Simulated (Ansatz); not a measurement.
Complex (SMILES): Cl (HCl) with Cl (HCl), atoms 1 to 2 the first; geometry from NCB31 set, monomers rigid:
```xyz
4

Cl     1.8608    -0.0654    -0.0001
H      1.7539     1.2110     0.0003
Cl    -1.9253     0.0056    -0.0001
H     -0.6584    -0.1937     0.0025
```

Energies in hartree at MP2 with Ansatz (a quantum-chemistry and plane-wave program); the counterpoise-corrected interaction energy is their sum with the coefficients shown, times 627.509 kcal/mol a hartree. All functions are spherical. Cores are frozen. No added dispersion term, no relativity.

```csv
species,coefficient,part,aug-cc-pV(D+d)Z,aug-cc-pV(T+d)Z,aug-cc-pV(Q+d)Z
the complex,+1,Hartree-Fock,-920.19005,-920.21749,-920.22416
the complex,+1,correlation,-0.32821,-0.41968,-0.45411
"Cl (HCl), first monomer among the partner's ghost functions",-1,Hartree-Fock,-460.09493,-460.10861,-460.11193
"Cl (HCl), first monomer among the partner's ghost functions",-1,correlation,-0.16307,-0.20846,-0.22554
"Cl (HCl), second monomer among the partner's ghost functions",-1,Hartree-Fock,-460.09477,-460.10854,-460.11188
"Cl (HCl), second monomer among the partner's ghost functions",-1,correlation,-0.16284,-0.20830,-0.22546
```

Task: Predict the counterpoise-corrected interaction energy in aug-cc-pV(5+d)Z (X = 5): let each Hartree-Fock step shrink by the ratio of the last two, and fit each correlation energy at X = 3 and 4 to E + A/X^3. Compare with the run.

Result: 
- the complex: steps -0.02744 and -0.00667, ratio 0.243, so Hartree-Fock -920.22578 (run: -920.22536); A = (-0.41968 - (-0.45411))/(1/27 - 1/64) = 1.6080, correlation -0.45411 - A/64 + A/125 = -0.46637 (run: -0.46901).
- Cl (HCl), first monomer among the partner's ghost functions: steps -0.01368 and -0.00332, ratio 0.243, so Hartree-Fock -460.11274 (run: -460.11253); A = (-0.20846 - (-0.22554))/(1/27 - 1/64) = 0.7977, correlation -0.22554 - A/64 + A/125 = -0.23162 (run: -0.23294).
- Cl (HCl), second monomer among the partner's ghost functions: steps -0.01377 and -0.00334, ratio 0.243, so Hartree-Fock -460.11269 (run: -460.11249); A = (-0.20830 - (-0.22546))/(1/27 - 1/64) = 0.8014, correlation -0.22546 - A/64 + A/125 = -0.23157 (run: -0.23290).
Predicted -2.22 kcal/mol; the run in aug-cc-pV(5+d)Z gives -2.20, a miss of -0.01. Keeping the value in aug-cc-pV(Q+d)Z, -2.17, would miss by 0.03. All sums are of the energies as printed.
